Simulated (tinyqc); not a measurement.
Inside a calculation. Method: RHF in the sto-3g basis, for H2O, spin multiplicity 1. One step of it, computed by the program tinyqc.

Problem. Iteration 2: building the Fock matrix. J_ij = sum D_kl (ij|kl), K_ij = sum D_kl (ik|jl); F = H + J - 0.5 K; E = tr D H + tr D J / 2 - 0.25 tr D K + E_nn.

D after iteration 1, order 1O 1s, 1O 2s, 1O 2px, 1O 2py, 1O 2pz, 2H 1s, 3H 1s:
```
[[2.116624, -0.498649, 0.003197, -0.020927, 0.064097, -0.005864, 0.009858],
 [-0.498649, 2.165233, -0.016046, 0.156992, -0.345723, -0.095726, -0.115991],
 [0.003197, -0.016046, 1.987347, -0.110006, -0.022691, 0.144804, -0.092708],
 [-0.020927, 0.156992, -0.110006, 1.175762, 0.172925, 0.298158, -0.641810],
 [0.064097, -0.345723, -0.022691, 0.172925, 1.323513, 0.510704, 0.406126],
 [-0.005864, -0.095726, 0.144804, 0.298158, 0.510704, 0.259337, 0.003827],
 [0.009858, -0.115991, -0.092708, -0.641810, 0.406126, 0.003827, 0.560869]]
```

core Hamiltonian H = T + V (hartree), order 1O 1s, 1O 2s, 1O 2px, 1O 2py, 1O 2pz, 2H 1s, 3H 1s:
```
[[-32.494637, -7.559244, 0.000000, -0.000324, -0.012369, -0.998043, -0.940019],
 [-7.559244, -9.120974, 0.000000, -0.003755, -0.153411, -2.459473, -2.348965],
 [0.000000, 0.000000, -7.279742, 0.000000, 0.000000, 0.000000, 0.000000],
 [-0.000324, -0.003755, 0.000000, -7.365882, -0.001962, -1.442876, 1.387886],
 [-0.012369, -0.153411, 0.000000, -0.001962, -7.336356, -1.207034, -1.161581],
 [-0.998043, -2.459473, 0.000000, -1.442876, -1.207034, -4.252888, -0.817437],
 [-0.940019, -2.348965, 0.000000, 1.387886, -1.161581, -0.817437, -4.184014]]
```

Two-electron integrals (ij|kl) in chemists' order, unique and non-zero (hartree):
```
(11|11) 4.785065    (21|11) 0.741380    (21|21) 0.136873    (22|11) 1.118947
(22|21) 0.256633    (22|22) 0.817206    (31|31) 0.024477    (32|31) 0.037809
(32|32) 0.180518    (33|11) 1.115814    (33|21) 0.256684    (33|22) 0.817023
(33|33) 0.880159    (41|41) 0.024477    (42|41) 0.037809    (42|42) 0.180518
(43|43) 0.047444    (44|11) 1.115814    (44|21) 0.256684    (44|22) 0.817023
(44|33) 0.785270    (44|44) 0.880159    (51|51) 0.024477    (52|51) 0.037809
(52|52) 0.180518    (53|53) 0.047444    (54|54) 0.047444    (55|11) 1.115814
(55|21) 0.256684    (55|22) 0.817023    (55|33) 0.785270    (55|44) 0.785270
(55|55) 0.880159    (61|11) 0.098096    (61|21) 0.017977    (61|22) 0.033558
(61|33) 0.033493    (61|41) 0.000630    (61|42) 0.001192    (61|44) 0.033613
(61|51) 0.000511    (61|52) 0.000966    (61|54) 0.000098    (61|55) 0.033572
(61|61) 0.002391    (62|11) 0.265004    (62|21) 0.061658    (62|22) 0.220684
(62|33) 0.216753    (62|41) 0.003589    (62|42) 0.028710    (62|44) 0.223735
(62|51) 0.002910    (62|52) 0.023278    (62|54) 0.005661    (62|55) 0.221343
(62|61) 0.008273    (62|62) 0.077015    (63|31) 0.006122    (63|32) 0.036821
(63|43) 0.005791    (63|53) 0.004695    (63|63) 0.010376    (64|11) 0.157002
(64|21) 0.036971    (64|22) 0.141296    (64|33) 0.135059    (64|41) 0.007990
(64|42) 0.053993    (64|44) 0.150843    (64|51) 0.001515    (64|52) 0.013924
(64|54) 0.008102    (64|55) 0.137822    (64|61) 0.005154    (64|62) 0.059975
(64|64) 0.056562    (65|11) 0.127299    (65|21) 0.029976    (65|22) 0.114564
(65|33) 0.109507    (65|41) 0.001515    (65|42) 0.013924    (65|44) 0.112914
(65|51) 0.007350    (65|52) 0.048110    (65|54) 0.008553    (65|55) 0.121138
(65|61) 0.004179    (65|62) 0.048628    (65|64) 0.037448    (65|65) 0.040739
(66|11) 0.437701    (66|21) 0.103456    (66|22) 0.426715    (66|33) 0.410574
(66|41) 0.007067    (66|42) 0.079894    (66|44) 0.439482    (66|51) 0.005730
(66|52) 0.064779    (66|54) 0.023439    (66|55) 0.429578    (66|61) 0.013963
(66|62) 0.196881    (66|64) 0.175064    (66|65) 0.141944    (66|66) 0.774606
(71|11) 0.092364    (71|21) 0.016928    (71|22) 0.031604    (71|33) 0.031543
(71|41) -0.000590   (71|42) -0.001116   (71|44) 0.031656    (71|51) 0.000478
(71|52) 0.000905    (71|54) -0.000091   (71|55) 0.031617    (71|61) 0.002218
(71|62) 0.007555    (71|64) 0.004347    (71|65) 0.003820    (71|66) 0.012666
(71|71) 0.002119    (72|11) 0.252589    (72|21) 0.058782    (72|22) 0.210765
(72|33) 0.207000    (72|41) -0.003416   (72|42) -0.027487   (72|44) 0.213689
(72|51) 0.002769    (72|52) 0.022281    (72|54) -0.005422   (72|55) 0.211395
(72|61) 0.007647    (72|62) 0.058192    (72|64) 0.031619    (72|65) 0.035720
(72|66) 0.119518    (72|71) 0.007427    (72|72) 0.070636    (73|31) 0.005800
(73|32) 0.035021    (73|43) -0.005523   (73|53) 0.004477    (73|63) 0.007515
(73|73) 0.009454    (74|11) -0.150619   (74|21) -0.035472   (74|22) -0.135825
(74|33) -0.129855   (74|41) 0.007587    (74|42) 0.051537    (74|44) -0.144948
(74|51) -0.001448   (74|52) -0.013387   (74|54) 0.007757    (74|55) -0.132514
(74|61) -0.004430   (74|62) -0.031910   (74|64) -0.010275   (74|65) -0.019228
(74|66) -0.060639   (74|71) -0.004653   (74|72) -0.055383   (74|74) 0.052403
(75|11) 0.122089    (75|21) 0.028753    (75|22) 0.110097    (75|33) 0.105258
(75|41) -0.001448   (75|42) -0.013387   (75|44) 0.108538    (75|51) 0.006974
(75|52) 0.045872    (75|54) -0.008182   (75|55) 0.116368    (75|61) 0.003889
(75|62) 0.035880    (75|64) 0.019154    (75|65) 0.029220    (75|66) 0.080163
(75|71) 0.003772    (75|72) 0.044892    (75|74) -0.034814   (75|75) 0.037674
(76|11) 0.079961    (76|21) 0.018798    (76|22) 0.073785    (76|33) 0.071983
(76|41) -0.000006   (76|42) -0.000082   (76|44) 0.073370    (76|51) 0.001342
(76|52) 0.013148    (76|54) -0.000020   (76|55) 0.075919    (76|61) 0.002497
(76|62) 0.025957    (76|64) 0.017625    (76|65) 0.018467    (76|66) 0.071249
(76|71) 0.002352    (76|72) 0.024972    (76|74) -0.017150   (76|75) 0.017869
(76|76) 0.011391    (77|11) 0.429119    (77|21) 0.101442    (77|22) 0.419259
(77|33) 0.403616    (77|41) -0.006828   (77|42) -0.077800   (77|44) 0.431642
(77|51) 0.005535    (77|52) 0.063063    (77|54) -0.022717   (77|55) 0.422030
(77|61) 0.013187    (77|62) 0.122994    (77|64) 0.061956    (77|65) 0.082022
(77|66) 0.281432    (77|71) 0.012886    (77|72) 0.186931    (77|74) -0.167416
(77|75) 0.135704    (77|76) 0.071249    (77|77) 0.774606
```

nuclear repulsion = 7.31803050 hartree

Give: Coulomb J; exchange K; Fock matrix F; total energy of this density.

Solution.

Coulomb J (hartree), order 1O 1s, 1O 2s, 1O 2px, 1O 2py, 1O 2pz, 2H 1s, 3H 1s:
```
[[17.5801, 3.3201, -0.0004, 0.0043, -0.0037, 0.4365, 0.4108],
 [3.3201, 8.2681, -0.0014, 0.0024, 0.0346, 2.2067, 2.1208],
 [-0.0004, -0.0014, 8.2753, -0.0077, -0.0016, -0.0010, 0.0003],
 [0.0043, 0.0024, -0.0077, 8.2535, 0.0069, 1.4018, -1.3659],
 [-0.0037, 0.0346, -0.0016, 0.0069, 8.2516, 1.1510, 1.1175],
 [0.4365, 2.2067, -0.0010, 1.4018, 1.1510, 4.3235, 0.7448],
 [0.4108, 2.1208, 0.0003, -1.3659, 1.1175, 0.7448, 4.3952]]
```

exchange K (hartree), order 1O 1s, 1O 2s, 1O 2px, 1O 2py, 1O 2pz, 2H 1s, 3H 1s:
```
[[9.7922, 1.6639, 0.0012, 0.0067, 0.0066, 0.2292, 0.2206],
 [1.6639, 2.6767, -0.0008, 0.0519, -0.0564, 0.7547, 0.7531],
 [0.0012, -0.0008, 2.2846, -0.0587, -0.0125, 0.0316, -0.0181],
 [0.0067, 0.0519, -0.0587, 1.9092, 0.1136, 0.4748, -0.5657],
 [0.0066, -0.0564, -0.0125, 0.1136, 1.9659, 0.4860, 0.4415],
 [0.2292, 0.7547, 0.0316, 0.4748, 0.4860, 0.7088, 0.2182],
 [0.2206, 0.7531, -0.0181, -0.5657, 0.4415, 0.2182, 0.9437]]
```

Fock matrix F (hartree), order 1O 1s, 1O 2s, 1O 2px, 1O 2py, 1O 2pz, 2H 1s, 3H 1s:
```
[[-19.8106, -5.0710, -0.0010, 0.0007, -0.0193, -0.6761, -0.6395],
 [-5.0710, -2.1913, -0.0010, -0.0273, -0.0907, -0.6301, -0.6047],
 [-0.0010, -0.0010, -0.1468, 0.0216, 0.0046, -0.0168, 0.0094],
 [0.0007, -0.0273, 0.0216, -0.0670, -0.0519, -0.2785, 0.3048],
 [-0.0193, -0.0907, 0.0046, -0.0519, -0.0677, -0.2990, -0.2648],
 [-0.6761, -0.6301, -0.0168, -0.2785, -0.2990, -0.2838, -0.1818],
 [-0.6395, -0.6047, 0.0094, 0.3048, -0.2648, -0.1818, -0.2606]]
```

total energy of this density = -74.726397 hartree
